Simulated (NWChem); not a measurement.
System: CH2 cation, doublet

NWChem input:

```
start job
memory heap 200 mb stack 900 mb global 1100 mb
charge 1
geometry units angstroms
  C     -0.088165    -0.028837     0.000000
  H      0.263077     0.086046    -1.046563
  H      0.263077     0.086046     1.046563
end
basis spherical
  C library cc-pvtz
  H library cc-pvtz
end
dft
  odft
  mult 2
  xc pbe0
  iterations 150
end
driver
  maxiter 120
end
task dft optimize
task dft freq
```

No stability test was run on the SCF state.

The level has its own optimisation; frequencies are unscaled.

### Question
Predict the main results of this run. (PBE0/cc-pVTZ, spin-unrestricted.) Quantities: basis functions; r C–H (Å); highest harmonic frequency (cm⁻¹); lowest (cm⁻¹); zero-point energy (kcal/mol).

### Answer
The number of basis functions is 58 and the r C–H (Å) is 1.098. The highest harmonic frequency (cm⁻¹) is 3241 and the lowest (cm⁻¹) is 929. The zero-point energy (kcal/mol) is 10.2.
